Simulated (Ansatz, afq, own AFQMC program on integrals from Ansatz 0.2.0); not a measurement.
AlBH₃, doublet: AFQMC among the cluster methods

```yaml
atoms:
  - { symbol: B, position_ang: [0.0000, 0.0000, 1.0835] }
  - { symbol: Al, position_ang: [0.0000, 0.0000, -0.4815] }
  - { symbol: H, position_ang: [0.0000, 1.0440, 1.6689] }
  - { symbol: H, position_ang: [0.0000, -1.0440, 1.6689] }
  - { symbol: H, position_ang: [0.0000, 0.0000, -2.0681] }
```

Connectivity, by distances: BH2–AlH.

Basis cc-pVDZ. Only valence electrons are correlated. Integrals, coupled cluster, full CI and functionals: Ansatz 0.2.0; the random walks run on the same integrals in our own AFQMC program. ph-AFQMC/CISD is guided by a CISD state made of CCSD amplitudes; releasing the constraint for a short imaginary time cuts its bias at the price of noise, slowly where states lie close. Free projection: walkers drawn from exp(T), propagated without any constraint. Its projection time is finite, and what remains of the start isn't in its error. ± is one standard error of the sampling.

Determinant: UHF, the one that the program's search chose, which needn't be the lowest solution. The geometry is a point of a scan.

No full CI on the walks' own integrals is used here; CCSDT(Q) serves as the reference and is uncertain by about the last step of the cluster series.

```
T1 diagnostic                               : 0.0144
weight of the determinant in the CISD state : 0.897
⟨S²⟩ of the determinant                     : 0.759
size of the correlated space                : 9 electrons in 41 orbitals
```

```json
{"level": "MP2", "correlation energy (eV)": "-3.9334"}
{"level": "CCSD", "correlation energy (eV)": "-4.8242"}
{"level": "CCSD(T)", "correlation energy (eV)": "-4.9512"}
```

(1) Estimate where phaseless AFQMC with a CISD trial lies against CCSD(T) on the same integrals.

(1) 2.3 ± 0.8 kJ/mol below CCSD(T).

Reference: CCSDT(Q), correlation energy -4.985 eV. The released energy is read at 2.40 1/Eh (meV from the phaseless value at times in 1/Eh: -12 ± 9 at 0.24, -11 ± 8 at 0.51, -1 ± 9 at 0.99, -11 ± 11 at 1.62, -11 ± 10 at 2.40).

```json
{"level": "CCSD(T)", "E − E(reference) (kJ/mol)": "3.3", "share of correlation (%)": "99.32"}
{"level": "CCSDT", "E − E(reference) (kJ/mol)": "0.7", "share of correlation (%)": "99.86"}
{"level": "ph-AFQMC/CISD", "E − E(reference) (kJ/mol)": "1.0 ± 0.8", "share of correlation (%)": "99.80"}
{"level": "released AFQMC", "E − E(reference) (kJ/mol)": "-0.1 ± 1.0", "share of correlation (%)": "100.02"}
{"level": "free AFQMC", "E − E(reference) (kJ/mol)": "0.2 ± 1.3", "share of correlation (%)": "99.95"}
```

Free projections are given only where their last times agree within the noise and don't stop above the reference; a slow remainder of the start can still hide under it. A walk keeps the symmetry of its determinant, which the program's search chose and which needn't be the lowest solution, so a lower state of the same spin and another symmetry isn't excluded. Released energies are given only where the last usable release times agree within the noise; a slower fall can still hide under it.
